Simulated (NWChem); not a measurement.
# Total energies of acetonitrile (C2H3N)

SMILES: CC#N
```xyz
6

C      0.0096    -1.1749     0.0000
C     -0.0023     0.2783     0.0000
N     -0.0118     1.4351     0.0000
H     -0.5029    -1.5596     0.8932
H     -0.5029    -1.5596    -0.8932
H      1.0441    -1.5468     0.0000
```
Charge 0, spin multiplicity 1.

The numbers come from NWChem runs, not from measurements. The geometry was optimised at PBE0/def2-SVP, a minimum by its harmonic frequencies.

Basis set: 6-311G** (72 functions).

```tsv
method	total energy (Ha)
RHF	-131.95816
MP2	-132.40660
B2PLYP	-132.65945
PBE	-132.61892
B3LYP	-132.79317
LDA (SVWN5)	-131.60944
CCSD(T)	-132.44453
```

Total energies of different functionals aren't comparable as a measure of quality: only differences taken within one method are. 

The correlated methods keep 3 core orbitals frozen. B3LYP has NWChem's definition, with VWN1-RPA local correlation. The Pople sets run with spherical d functions. Coupled-cluster values serve here as a point of comparison, not as the truth.
